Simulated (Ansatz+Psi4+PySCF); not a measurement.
Results of a calculation; reference values are marked as such.
```yaml
atoms:
  - { symbol: C, position_ang: [-0.0471, 0.6644, 0.0000] }
  - { symbol: O, position_ang: [-0.0471, -0.7585, 0.0000] }
  - { symbol: H, position_ang: [-1.0930, 0.9698, 0.0000] }
  - { symbol: H, position_ang: [0.8785, -1.0485, 0.0000] }
  - { symbol: H, position_ang: [0.4371, 1.0804, 0.8918] }
  - { symbol: H, position_ang: [0.4371, 1.0804, -0.8918] }
```

Basis set: cc-pVTZ (spherical functions). Left uncorrelated: 2 orbitals. Charge 0, multiplicity 1.

Starred EOM-CCSD(T)(a) on the restricted Hartree–Fock determinant with PySCF 2.14.0; the energies are vertical.

Q: The solver was asked for the few lowest roots only. Give the ionization energies of singlet CH₄O among them whose weight of singles is over 0.7.

A:

```
root  energy (eV)  weight of singles
   1        10.89               0.96
   2        12.73               0.96
   3        15.08               0.96
```

Higher main lines weren't sought.
